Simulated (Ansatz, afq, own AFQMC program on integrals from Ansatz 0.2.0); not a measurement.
## SiH$_{3}$, doublet: AFQMC among the cluster methods

```xyz
4

H    -2.6565    0.0479    0.0000
H    -1.6515    0.0479    0.0000
Si    0.1355    0.0479    0.0000
H     0.5319   -1.4316    0.0000
```

Basis cc-pVTZ. Only valence electrons are correlated. Ansatz 0.2.0 and our own AFQMC program on the same integrals; the CISD trial comes from CCSD amplitudes, and released means the phaseless constraint is let go. Uncertainties: one standard error, sampling alone.

Determinant: ROHF, the one that the program's search chose, which needn't be the lowest solution. The geometry is a point of a scan.

No full CI on the walks' own integrals is used here; CCSDT(Q) serves as the reference and is uncertain by about the last step of the cluster series.

Cautions: higher spins were not checked; a spin-contaminated unrestricted determinant lies lower (UHF 149 meV lower, ⟨S²⟩ 0.97); the released energies are still falling, so no released level is given (meV from the phaseless value at times in 1/Eh: -5 ± 3 at 0.24, -7.5 ± 2.4 at 0.51, -14.2 ± 2.2 at 0.99, -16.5 ± 2.2 at 1.62, -20.0 ± 2.3 at 2.40), though the last usable value meets CCSDT(Q) within the noise.

- T1 diagnostic: 0.0239
- weight of the determinant in the CISD state: 0.882
- size of the correlated space: 7 electrons in 71 orbitals

```json
{"level": "MP2", "correlation energy (eV)": "-3.5631"}
{"level": "CCSD", "correlation energy (eV)": "-4.4291"}
{"level": "CCSD(T)", "correlation energy (eV)": "-4.5716"}
```

Estimate where phaseless AFQMC with a CISD trial lies against CCSD(T) on the same integrals.

0.41 ± 0.05 kcal/mol below CCSD(T).

Reference: CCSDT(Q), correlation energy -4.608 eV.

```json
{"level": "CCSD(T)", "E − E(reference) (kcal/mol)": "0.84", "share of correlation (%)": "99.21"}
{"level": "CCSDT", "E − E(reference) (kcal/mol)": "0.12", "share of correlation (%)": "99.89"}
{"level": "ph-AFQMC/CISD", "E − E(reference) (kcal/mol)": "0.43 ± 0.05", "share of correlation (%)": "99.60"}
```

A walk keeps the symmetry of its determinant, which the program's search chose and which needn't be the lowest solution, so a lower state of the same spin and another symmetry isn't excluded.
